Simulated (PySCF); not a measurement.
AlF₃, SMILES [F][Al]([F])[F] (connectivity only; charge and spin as stated), charge -1, multiplicity 2. Atoms are numbered in the order given.

```xyz
4

Al     0.0000     0.0000     0.0000
F     -1.7230     0.0000     0.0000
F      0.8615    -1.4921     0.0000
F      0.8615     1.4921     0.0000
```
Charge -1, spin multiplicity 2.

Geometry: TPSSh-D3(BJ)/def2-SVPD. A frequency run showed that this geometry is not a minimum. The spin state was assumed, not searched. The isomer is the one that the SMILES or the coordinates give; other isomers of the formula were not compared.

Two levels are set side by side: PBE/pcH-1 (PySCF) and B3LYP/pcH-1 (PySCF). Contact hyperfine couplings, same geometry. Differences are taken from unrounded values.

```json
[
 {"quantity": "A(iso) of 27Al, atom Al1 (MHz)", "B3LYP": "1350.4", "PBE": "1256.5", "PBE minus B3LYP": "-94.0"},
 {"quantity": "A(iso) of 19F, atom F2 (MHz)", "B3LYP": "1398.5", "PBE": "1300.5", "PBE minus B3LYP": "-98.0"},
 {"quantity": "A(iso) of 19F, atom F3 (MHz)", "B3LYP": "1398.5", "PBE": "1300.5", "PBE minus B3LYP": "-98.0"},
 {"quantity": "A(iso) of 19F, atom F4 (MHz)", "B3LYP": "1398.5", "PBE": "1300.5", "PBE minus B3LYP": "-98.0"}
]
```

Rough cost on one machine, each run with all the roots and properties that it gave: B3LYP against PBE within a factor of 2.
